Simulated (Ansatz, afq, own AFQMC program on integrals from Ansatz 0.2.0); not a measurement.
GeH₄ + F, doublet: a scan with AFQMC

```xyz
6

Ge   -0.5521    0.0000    0.0000
H    -1.0635    1.4466    0.0000
H    -1.0635   -0.7233    1.2528
H    -1.0635   -0.7233   -1.2528
H     0.9823    0.0000    0.0000
F     2.2279    0.0000    0.0000
```

A hydrogen atom is moved from one rigid fragment to the other; the Ge1–H5 distance tells how far. The two fragments are held close together, so this isn't a minimum-energy path and the start is a compressed complex. Energies in kJ/mol count from this geometry (1.534 Å) at the same level; the start stands on UHF, each point on the determinant named.

Basis cc-pVTZ. Noble-gas cores (and the filled d shells of Ga–Kr and In–Xe) are frozen. AFQMC by an in-house program on the Cholesky factors that Ansatz 0.2.0 writes for its CCSD(T) run. The CISD trial takes its coefficients from CCSD amplitudes. Released means that phaseless walkers are propagated on without the constraint, phases kept. Error bars are statistical, one sigma. No spin–orbit coupling.

Cautions, each for one point or more: inner d shell frozen; no relativity below Rb; no spin-orbit coupling.

```json
{"r(Ge1–H5) / Å": "1.633", "det.": "UHF", "T1": "0.018", "weight": "0.87", "⟨S²⟩": "0.78", "MP2": "-58.1", "B3LYP": "-32.6", "CCSD(T)": "-40.8"}
{"r(Ge1–H5) / Å": "1.682", "det.": "UHF", "T1": "0.015", "weight": "0.87", "⟨S²⟩": "0.77", "MP2": "-83.7", "B3LYP": "-48.0", "CCSD(T)": "-60.7"}
{"r(Ge1–H5) / Å": "1.732", "det.": "UHF", "T1": "0.014", "weight": "0.88", "⟨S²⟩": "0.76", "MP2": "-105.7", "B3LYP": "-62.4", "CCSD(T)": "-79.5"}
{"r(Ge1–H5) / Å": "1.781", "det.": "UHF", "T1": "0.013", "weight": "0.88", "⟨S²⟩": "0.76", "MP2": "-122.6", "B3LYP": "-73.4", "CCSD(T)": "-94.8"}
{"r(Ge1–H5) / Å": "1.880", "det.": "UHF", "T1": "0.012", "weight": "0.88", "⟨S²⟩": "0.76", "MP2": "-132.5", "B3LYP": "-75.0", "CCSD(T)": "-104.1"}
```

Question: Estimate the curve of phaseless AFQMC with a CISD trial, counted from the same start.

Answer: 
```csv
r(Ge1–H5) / Å,det.,T1,weight,⟨S²⟩,ph-AFQMC/CISD
1.633,UHF,0.018,0.87,0.78,-40.2 ± 0.8
1.682,UHF,0.015,0.87,0.77,-60.6 ± 0.8
1.732,UHF,0.014,0.88,0.76,-80.8 ± 0.7
1.781,UHF,0.013,0.88,0.76,-95.3 ± 0.7
1.880,UHF,0.012,0.88,0.76,-104.0 ± 0.8
```

Weight is that of the determinant in the CISD state; at the start T1 is 0.027 and the weight 0.86, and ⟨S²⟩ is 0.78. Largest departures from phaseless AFQMC with a CISD trial: CCSD(T) 1.2 kJ/mol at 1.732 (on UHF) (within the noise), MP2 -28.4 kJ/mol at 1.880 (on UHF), B3LYP 29.0 kJ/mol at 1.880. The walk's constraint bias lies outside its error bars, so these are departures and not errors. Functionals count only at points shown to share the start's state and spin.

A walk keeps the symmetry of its determinant, which the program's search chose and which needn't be the lowest solution, so a lower state of the same spin and another symmetry isn't excluded.
